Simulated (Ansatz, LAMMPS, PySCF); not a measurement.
**How well does each level of theory give the lattice constant a of cubic BN?**

Reference value: 3.593 Å (measured, corrected for zero-point motion; as tabulated in Goldzak et al. (2022), arXiv:2208.04865).

Question: What do ExTeP BN.extep, LDA, PBE, Hartree–Fock, MP2 give, and how far is each from the reference?

Answer: 
| level (code) | value (Å) | error (%) |
|---|---|---|
| ExTeP BN.extep (LAMMPS) | 3.557 | -1.00 |
| LDA (Ansatz) | 3.581 | -0.33 |
| PBE (Ansatz) | 3.625 | +0.89 |
| Hartree–Fock (Ansatz) | 3.599 | +0.17 |
| MP2 (PySCF) | 3.595 ± 0.02 | +0.06 |

Once the reference is moved by up to 0.11 % (a margin picked here for doubts on the reference and the settings) and values within 0.10 % count as equal, the nearest can be MP2 (+0.06 %), Hartree–Fock (+0.17 %) or LDA (-0.33 %). By the same margin the farthest can be ExTeP BN.extep (-1.00 %) or PBE (+0.89 %). Within 0.5 %: LDA, Hartree–Fock, MP2.

A ± on a computed value is a rough bar: the spread of its extrapolation, a floor set from checks against published values, or a statistical error. Cutoffs and k meshes differ between the levels. Ansatz's density-functional and Hartree–Fock values are scalar-relativistic unless marked +SOC, with PAW data made under PBE.

Empirical potentials (ExTeP BN.extep) are fitted to chosen data: where that held the value shown, agreement is built in, and what lay outside the fit can be far off.

Differences are worked out from the printed values.

Ansatz is a program for electronic structure.
